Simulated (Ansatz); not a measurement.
Heat of formation of C2H2O (oxirene) from total energies

The species is C2H2O (5 atoms), meant as a singlet with charge 0. SMILES: `C1=CO1`. Geometry: relaxed at PBE0-D4/def2-TZVP.

Total energies at PBE/aug-cc-pVDZ (Ansatz 0.2.0); the atoms run unrestricted:

| species | state | energy (Eh) |
| --- | --- | --- |
| C2H2O | singlet | -152.321568 |
| C | triplet | -37.791119 |
| O | triplet | -74.991135 |
| H | doublet | -0.499224 |

Harmonic wavenumbers at BLYP/cc-pVTZ, in cm⁻¹: 372, 559, 726, 956, 1145, 1409, 1455, 3010, 3106.

Measured heats of formation of the gaseous atoms at 298.15 K, in kJ/mol: C 716.9, O 249.2, H 218.0. Spin-orbit lowering of the atoms at 298 K (mean of the ground term's levels less their thermal mean, from spectra), in kJ/mol: C 0.02, O 0.40. Take 1 Eh = 2625.50 kJ/mol, 1 cm⁻¹ = 0.0119627 kJ/mol, RT = 2.479 kJ/mol.

Question: Work out the heat of formation of the gas at 298 K.

Answer: 
1. Electronic atomisation energy: 2 × (-37.791119) + (-74.991135) + 2 × (-0.499224) − (-152.321568) = 0.749747 Eh = 1968.5 kJ/mol.
2. Zero-point energy: half the sum of the wavenumbers, 6369 cm⁻¹ = 76.2 kJ/mol.
3. Thermal vibrational enthalpy, Σ hcν̃/(exp(hcν̃/kT) − 1): 1.8 kJ/mol. Translation, rotation and pV of a non-linear molecule: 4 RT = 9.9 kJ/mol.
4. The 5 free atoms carry 5/2 RT each: 31.0 kJ/mol.
5. Spin-orbit coupling lowers the free atoms by 2 × 0.02 + 0.40 = 0.4 kJ/mol.
6. Atomisation enthalpy at 298 K: 1968.5 − 0.4 − 76.2 − 1.8 − 9.9 + 31.0 = 1911.2 kJ/mol.
7. Sum of the atoms' heats of formation: 2119.0 kJ/mol. Heat of formation: 2119.0 − 1911.2 = +207.8 kJ/mol.

The tabulated value is +275.9 kJ/mol (Active Thermochemical Tables), so this level is off by -68.1 kJ/mol, or 3.7 % of the atomisation enthalpy that the table implies (1843.1 kJ/mol). Gradient-corrected functionals often overbind somewhat. Anharmonicity and any spin-orbit splitting of the molecule are left out.
